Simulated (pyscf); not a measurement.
Optimised with ωB97X-D3(BJ)/def2-SVP in PySCF. MP2 and CC: frozen core, UHF for open shells. ΔMP2 is the change of the MP2 total energy from the triple- to the quadruple-zeta basis.

Q: PBE/def2-TZVP puts the barrier of HO–PH–OH (SMILES OPO) + H• (SMILES [H]) → H₂O (SMILES O) + HO–PH• (SMILES O[PH]) (substitution at O; doublet surface; O–P broken, H–O formed) at 0.45 eV and the reaction energy at -0.94 eV, from the separated reactants. What do r²SCAN/def2-TZVP, M06-2X/def2-TZVP, CCSD(T)/def2-TZVPP + ΔMP2(QZVPP) give on the same structures?

A: r²SCAN: ΔE‡ = 0.56 eV, ΔE = -0.98 eV; M06-2X: ΔE‡ = 0.90 eV, ΔE = -0.89 eV; CCSD(T): ΔE‡ = 0.95 eV, ΔE = -1.04 eV. PBE's barrier lies under all of them, by 0.11 to 0.50 eV. Its reaction energy lies among theirs. Low barriers are usual for a GGA, whose delocalisation error favours stretched bonds. On the product side the descent ends in a complex, 0.32 eV under the separated species and 2.22 eV under the saddle at ωB97X-D3(BJ)/def2-TZVP. The same reactants have a lower exit, to •O–PH–OH + H₂ (barrier +0.32 eV at ωB97M-D3(BJ), against +0.88 eV here). One saddle was located; it need not be the lowest between these sides. The angle at the attacked O is 150°. The CCSD(T) − MP2 part came from Ansatz, without density fitting, on the same reference.
